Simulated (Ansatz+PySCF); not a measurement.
Results of a calculation; reference values are marked as such.
Input for PySCF 2.14.0:

```python
from pyscf import gto, scf, cc

mol = gto.M(atom="""
F 0.000000 0.000000 0.000000
Si 0.874290 1.165730 2.523870
""", basis='sto-3g', charge=1, spin=0)
mf = scf.UHF(mol)
mf.kernel()
mycc = cc.CCSD(mf, frozen=6).run()
et = mycc.ccsd_t()
print(mf.e_tot, mycc.e_corr, et, mycc.e_tot + et)
```

The script is written out from the run's settings.

The run gave:

```json
{
 "Converged": "yes",
 "Reference energy": "-383.10912 hartree",
 "CCSD correlation energy": "-0.23734 hartree",
 "Triples correction": "-0.00015 hartree",
 "Total energy": "-383.34661 hartree",
 "Spin squared of the determinant": "0.000"
}
```

This is not the lowest solution: another run reaches a determinant 5.77 eV lower. Caution: large amplitudes, a single reference is doubtful.
